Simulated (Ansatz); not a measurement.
System: C₂H₅O (charge 0, doublet). It need not be the lowest isomer of its formula. 
Coordinates optimised at B3LYP-D3(BJ)/def2-TZVP (Ansatz, a quantum-chemistry and plane-wave program):
SMILES: C[CH]O
```xyz
8

C      1.1812    -0.3678     0.0185
C     -0.0012     0.5180    -0.0569
O     -1.2056    -0.1247     0.1002
H     -1.9253     0.5046    -0.0138
H     -0.0012     1.4082    -0.6784
H      2.0981     0.2220    -0.0068
H      1.1724    -0.9524     0.9427
H      1.2203    -1.0859    -0.8147
```
Charge 0, spin multiplicity 2.

Basis-set convergence of Hartree-Fock and CCSD correlation energies (hartree) with Ansatz. Valence correlation only, unless marked. Open shells are spin-unrestricted. No spin-orbit coupling. Non-relativistic.

```tsv
basis	functions	E(HF)	E(corr, CCSD)
cc-pVDZ	67	-153.46894	-0.48737
cc-pVTZ	160	[?]	[?]
```

Fill in the missing entries.


- cc-pVTZ, E(HF): -153.51811
- cc-pVTZ, E(corr, CCSD): -0.59469
